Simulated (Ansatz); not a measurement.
# CHOSi (doublet): B2PLYP over vertical spin and charge gaps, def2-QZVPP

Aim: run CHOSi (doublet) with these functionals over vertical spin and charge gaps, and hold them against the top wave-function level at the same points.

Method: def2-QZVPP, all electrons in the functionals, frozen cores in the correlation of double hybrids and RPA; program: Ansatz 0.2.0, Gaussian basis.

To be run: B2PLYP, at charge 0, doublet; charge 0, quartet; charge 1, singlet; charge 1, triplet.

2 further runs of the same task are left out: 2 set aside as unsound or not needed.

## Step 1: The system

The geometry is a PBE0/def2-TZVP stationary point (not a proven minimum).

4 atoms, charge 0, spin multiplicity 2.

Atoms are counted from 1 here; the program's logs count them from 0.

Bond lengths: C1–Si2 1.734 Å, C1–H4 1.091 Å, Si2–O3 1.512 Å. Angles: Si2–C1–H4 122.7°, C1–Si2–O3 156.4°.

Geometry (Å):

```
C     0.00000   -0.25250    1.70439
Si    0.00000    0.15308    0.01881
O     0.00000   -0.11077   -1.46952
H     0.00000    0.50148    2.49241
```

No dispersion term is added.

The geometry shown and the zero of energy belong to the point charge 0, doublet. The yardstick, UCCSD(T), and other wave-function levels (R restricted, U unrestricted, valence and pair active spaces) come from earlier runs.

## Step 2: B2PLYP, charge 0, doublet

The input, in.yaml:

```yaml
crystal:
  periodic: [false, false, false]
  atoms:
    - {symbol: C, position_ang: [0.000000, -0.252496, 1.704393]}
    - {symbol: Si, position_ang: [0.000000, 0.153083, 0.018811]}
    - {symbol: O, position_ang: [0.000000, -0.110768, -1.469523]}
    - {symbol: H, position_ang: [0.000000, 0.501477, 2.492415]}
basis:
  gaussian: {orbitals: "def2-QZVPP.json"}
magnetization: {spin_polarized: true, initial_magnetization: 1}
hamiltonian: {xc: {name: B2PLYP}}
correlation: {electrons: outside_noble_gas}
```

On the command line:

```
$ ansatz run in.yaml --threads 1 --pin off --events-out ev --progress --plain --max-ram 2393MiB
```

What it wrote:

```text
Functional definition: B2PLYP
  name "B2PLYP"
  cite "Grimme, J. Chem. Phys. 124, 034108 (2006) doi:10.1063/1.2148954"
  cite "Becke, Phys. Rev. A 38, 3098 (1988) doi:10.1103/PhysRevA.38.3098"
  cite "Lee, Yang & Parr, Phys. Rev. B 37, 785 (1988) doi:10.1103/PhysRevB.37.785"
  parameter a = 0.53
  parameter c = 0.27
  exchange = (1 - a)*b88_x + a*exact_x
  correlation = (1 - c)*lyp_c + c*(mp2_os + mp2_ss)
1294 factors; integrals over basis functions are off by at most 1.0e-3 eV
mean field evaluation 1: about -10959.2598 eV, gradient 4.3e1 eV
mean field evaluation 2: about -10959.3057 eV, gradient 4.3e1 eV
mean field evaluation 4: about -10965.4583 eV, gradient 1.2e1 eV
mean field evaluation 8: about -10966.2336 eV, gradient 6.0e-1 eV
mean field evaluation 16: about -10966.2508 eV, gradient 9.6e-2 eV
mean field evaluation 32: about -10966.2510 eV, gradient 1.2e-5 eV
mean field -10966.25096647 eV, -403.0022898260 hartree, gradient 5.1e-6 eV, S^2 0.837082; 4 other end points of the search recorded, 0 dependent functions left out
7 core orbitals not correlated: weight in the atoms' cores, before any rotation towards them, 1.000 or more for the frozen orbitals, at most 0.000 for the correlated occupied ones
reference -10966.25110422 eV, -403.0022948882 hartree; 8, 7 occupied and 199, 200 virtual orbitals, 1294 factors
second order -17.45900867 eV of doubles, -0.00000000 eV of singles
Total energy: -10970.96503656 eV, -403.1755287065 hartree
```

Wall time 26 s (1 thread of Arm Neoverse V2, shared host); peak memory 0.5 GiB.

From the report: ⟨S²⟩ of the determinant 0.837 (pure doublet: 0.75).

## Step 3: B2PLYP, charge 0, quartet

Edit in.yaml of step 2 so:

```diff
@@ -9,3 +9,3 @@
   gaussian: {orbitals: "def2-QZVPP.json"}
-magnetization: {spin_polarized: true, initial_magnetization: 1}
+magnetization: {spin_polarized: true, initial_magnetization: 3}
 hamiltonian: {xc: {name: B2PLYP}}
```

Same command.

What it wrote, cut to the lines that bear on the results:

```text
Functional definition: B2PLYP
  name "B2PLYP"
  cite "Grimme, J. Chem. Phys. 124, 034108 (2006) doi:10.1063/1.2148954"
  cite "Becke, Phys. Rev. A 38, 3098 (1988) doi:10.1103/PhysRevA.38.3098"
  cite "Lee, Yang & Parr, Phys. Rev. B 37, 785 (1988) doi:10.1103/PhysRevB.37.785"
[...]
1294 factors; integrals over basis functions are off by at most 1.0e-3 eV
[...]
mean field -10964.57056538 eV, -402.9405362249 hartree, gradient 8.5e-6 eV, S^2 3.764934; 1 other end points of the search recorded, 0 dependent functions left out
7 core orbitals not correlated: weight in the atoms' cores, before any rotation towards them, 1.000 or more for the frozen orbitals, at most 0.000 for the correlated occupied ones
reference -10964.57070422 eV, -402.9405413272 hartree; 9, 6 occupied and 198, 201 virtual orbitals, 1294 factors
second order -15.88251428 eV of doubles, -0.00000000 eV of singles
Total energy: -10968.85898308 eV, -403.0981326684 hartree
```

It took 21 s on 1 thread of Arm Neoverse V2, shared host; peak memory 0.62 GiB.

From the report: ⟨S²⟩ of the determinant 3.765 (pure quartet: 3.75).

From charge 0, doublet: +203.2 kJ/mol.

## Step 4: B2PLYP, charge 1, singlet

Edit in.yaml of step 3 so:

```diff
@@ -9,3 +9,4 @@
   gaussian: {orbitals: "def2-QZVPP.json"}
-magnetization: {spin_polarized: true, initial_magnetization: 3}
+total_charge: 1
+magnetization: {spin_polarized: true, initial_magnetization: 0}
 hamiltonian: {xc: {name: B2PLYP}}
```

Launched as before.

What it wrote, cut to the lines that bear on the results:

```text
Functional definition: B2PLYP
  name "B2PLYP"
  cite "Grimme, J. Chem. Phys. 124, 034108 (2006) doi:10.1063/1.2148954"
  cite "Becke, Phys. Rev. A 38, 3098 (1988) doi:10.1103/PhysRevA.38.3098"
  cite "Lee, Yang & Parr, Phys. Rev. B 37, 785 (1988) doi:10.1103/PhysRevB.37.785"
[...]
1294 factors; integrals over basis functions are off by at most 1.0e-3 eV
[...]
mean field -10956.44548017 eV, -402.6419448507 hartree, gradient 8.2e-6 eV, S^2 0.933787; 8 other end points of the search recorded, 0 dependent functions left out
7 core orbitals not correlated: weight in the atoms' cores, before any rotation towards them, 1.000 or more for the frozen orbitals, at most 0.000 for the correlated occupied ones
reference -10956.44561313 eV, -402.6419497370 hartree; 7, 7 occupied and 200, 200 virtual orbitals, 1294 factors
second order -16.33126899 eV of doubles, -0.00000000 eV of singles
Total energy: -10960.85505576 eV, -402.8039937646 hartree
```

It took 64 s on 1 thread of Arm Neoverse V2, shared host; peak memory 0.71 GiB.

From the report: ⟨S²⟩ of the determinant 0.934 (pure singlet: 0.00). The determinant is far from a pure spin state, so its energy mixes those of several spin states (harmless only where they are near-degenerate, as at dissociation).

From charge 0, doublet: +975.5 kJ/mol.

## Step 5: B2PLYP, charge 1, triplet

Edit in.yaml of step 4 so:

```diff
@@ -10,3 +10,3 @@
 total_charge: 1
-magnetization: {spin_polarized: true, initial_magnetization: 0}
+magnetization: {spin_polarized: true, initial_magnetization: 2}
 hamiltonian: {xc: {name: B2PLYP}}
```

Launched as before.

What it wrote, cut to the lines that bear on the results:

```text
Functional definition: B2PLYP
  name "B2PLYP"
  cite "Grimme, J. Chem. Phys. 124, 034108 (2006) doi:10.1063/1.2148954"
  cite "Becke, Phys. Rev. A 38, 3098 (1988) doi:10.1103/PhysRevA.38.3098"
  cite "Lee, Yang & Parr, Phys. Rev. B 37, 785 (1988) doi:10.1103/PhysRevB.37.785"
[...]
1294 factors; integrals over basis functions are off by at most 1.0e-3 eV
[...]
mean field -10956.83786109 eV, -402.6563645836 hartree, gradient 8.0e-6 eV, S^2 2.061835; 6 other end points of the search recorded, 0 dependent functions left out
7 core orbitals not correlated: weight in the atoms' cores, before any rotation towards them, 1.000 or more for the frozen orbitals, at most 0.000 for the correlated occupied ones
reference -10956.83799472 eV, -402.6563694945 hartree; 8, 6 occupied and 199, 201 virtual orbitals, 1294 factors
second order -15.92998731 eV of doubles, -0.00000000 eV of singles
Total energy: -10961.13909129 eV, -402.8144318781 hartree
```

Run time: 39 s. Hardware: 1 thread of Arm Neoverse V2, shared host; peak memory 0.65 GiB.

From the report: ⟨S²⟩ of the determinant 2.062 (pure triplet: 2.00).

From charge 0, doublet: +948.1 kJ/mol.

## Step 6: The comparison

No level is safe as a reference over these points; UCCSD(T) serves as a yardstick only. It comes from earlier runs at the same points. Energies in kJ/mol, counted from charge 0, doublet; blanks weren't run or aren't comparable.

```
   level  doublet to quartet  ionisation to the singlet cation  ionisation to the triplet cation
UCCSD(T)               204.1                                                               959.3
  B2PLYP               203.2                             975.5                             948.1
```

Largest miss and mean time a point (UCCSD(T) took 2.8 min a point; shared hosts):

```csv
level,largest miss (kJ/mol),where,time a point
B2PLYP,-11.3,ionisation to the triplet cation,38 s
```

## Step 7: What came out

| quantity | value |
| --- | --- |
| doublet to quartet, UCCSD(T) | 204.1 kJ/mol |
| ionisation to the triplet cation, UCCSD(T) | 959.3 kJ/mol |
| largest miss, B2PLYP | -11.3 kJ/mol (ionisation to the triplet cation) |

Misses are known at 2 of 3 points at best, and only functionals with that many are ranked. B2PLYP strays by up to 11.3 kJ/mol, at ionisation to the triplet cation. B2PLYP clearly breaks the spin symmetry at some points (⟨S²⟩ up to 0.93 above the pure value), so energy there is bought with a mixed spin. Functionals and the yardstick converge differently with the basis, so part of each miss in def2-QZVPP is the basis. The yardstick itself may be off where one determinant is a poor start.
